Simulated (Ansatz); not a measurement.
Predict the output of the script below (the Ansatz DFT code, driven from Python).

Script `composite.py`:
```python
import itertools

import ansatz as az
from ase import Atoms
from ase.data import atomic_numbers, covalent_radii
import numpy as np

BASIS = "def2-SVP"
FUNCTIONAL = "r2scan"

atoms = Atoms(["S", "S", "S", "H", "H"], positions=[
    (-1.519, -0.7571, 0.076),
    (-0.4091, 0.7907, 0.8263),
    (1.47, 0.0482, 0.79),
    (-1.3237, -0.4677, -1.2486),
    (1.8316, 0.3122, -0.4852),
])
system = az.Crystal.molecule_from_ase(atoms)

calculation = (
    system.calculation()
    .basis(gaussian=BASIS)
    .functional(FUNCTIONAL)
)
symbols = [site.symbol for site in system.cartesian_sites]
start = np.array([site.position_ang for site in system.cartesian_sites], dtype=float)
data = calculation.relax(force_tolerance=0.01, max_steps=100).run(threads=1, pin="off").report
end = np.array(data["positions_ang"])
radius = [covalent_radii[atomic_numbers[s]] for s in symbols]
span = lambda where, i, j: np.linalg.norm(where[i] - where[j])
bonded = [(i, j) for i, j in itertools.combinations(range(len(symbols)), 2) if min(span(start, i, j), span(end, i, j)) < 1.2 * (radius[i] + radius[j])]
print("pair        before    after (A)")
for i, j in bonded:
    print(f"{symbols[i]}{i}-{symbols[j]}{j}".ljust(10), f"{span(start, i, j):8.4f} {span(end, i, j):8.4f}")

minimum = az.Crystal.molecule()
for symbol, place in zip(symbols, end):
    minimum = minimum.atom(symbol, place.tolist())
at_minimum = minimum.calculation()
level = lambda method, basis: at_minimum.basis(gaussian=basis).correlation(method).run(threads=1, pin="off").report
small, large, cluster = level("mp2", "cc-pVDZ"), level("mp2", "cc-pVTZ"), level("ccsd_t", "cc-pVDZ")
corr = lambda each: (each["free_energy_ev"] - each["reference_energy_ev"]) / 27.211386246
mp2_limit = (27 * corr(large) - 8 * corr(small)) / 19
pieces = {"HF / cc-pVTZ": large["reference_energy_ev"] / 27.211386246, "MP2 correlation, DZ-TZ limit": mp2_limit, "CCSD(T) - MP2 / cc-pVDZ": corr(cluster) - corr(small)}
for name, value in pieces.items():
    print(f"{name:32s} {value:14.6f} Ha")
print(f"{'sum':32s} {sum(pieces.values()):14.6f} Ha")
print("T1 diagnostic", round(cluster["correlation"]["coupled_cluster"]["t1_diagnostic"], 4))
```

Output of `python composite.py`:
```text
pair        before    after (A)
S0-S1        2.0471   2.0836
S0-H3        1.3698   1.3585
S1-S2        2.0208   2.0837
S2-H4        1.3515   1.3582
HF / cc-pVTZ                       -1193.810957 Ha
MP2 correlation, DZ-TZ limit          -0.583611 Ha
CCSD(T) - MP2 / cc-pVDZ               -0.058102 Ha
sum                                -1194.452670 Ha
T1 diagnostic 0.0127
```

Notes:
- Total energies depend on the basis set; only differences at equal settings carry meaning.
- The sum leaves out core correlation, relativity, the Hartree-Fock basis error and zero-point energy; a DZ-TZ extrapolation is rough.
- Inner cores stay frozen, so this is valence correlation.
- For Al to Cl the sets with a tight d function, cc-pV(X+d)Z, are usual.
- Finished in 22 s on 1 thread of Arm Neoverse V2 (shared host), peak memory 0.29 GiB.
